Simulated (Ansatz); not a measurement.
Anatase TiO2 (metastable phase) was calculated with PBE in Ansatz (PAW).

Numerical settings: plane-wave cutoff 520 eV, 12×12×12 k mesh, Fermi–Dirac smearing 0.01 eV, no spin polarisation, scalar-relativistic PAW data made under PBE.

Shape and atoms are relaxed at each volume.

Pressure at four volumes; x = ln(V/11.665 Å³). One pressure is withheld.

```
V (Å³/atom)        x  P (GPa)
-----------  -------  -------
11.199       -0.0408     7.44
11.665        0.0000     0.00
11.899        0.0199    -3.32
12.132        0.0393        ?
```

### Question
Pass a parabola P(x) through the three rows shown, estimate the bulk modulus and its pressure derivative near zero pressure, and predict the withheld pressure.

### Answer
Slopes between the rows: (0.00 − (7.44))/(0.0000 − (-0.0408)) = -182.35 and (-3.32 − (0.00))/(0.0199 − (0.0000)) = -166.83 GPa. Their difference over the span 0.0607 is c = 15.52/0.0607 = 255.7 GPa, so P(x) = 7.44 + (-182.35)(x − (-0.0408)) + 255.7 (x − (-0.0408))(x − (0.0000)). At the middle row B = −dP/dx = −[-182.35 + 255.7 × 0.0408] = 171.9 GPa, and B′ = dB/dP = 2c/B = 3.0. At x = 0.0393 the parabola gives -6.36 GPa; the run gives -6.41 GPa. The Birch–Murnaghan fit to the energies at all volumes has B0 = 173 GPa and B′ = 2.5.

Ansatz is a program for electronic structure.
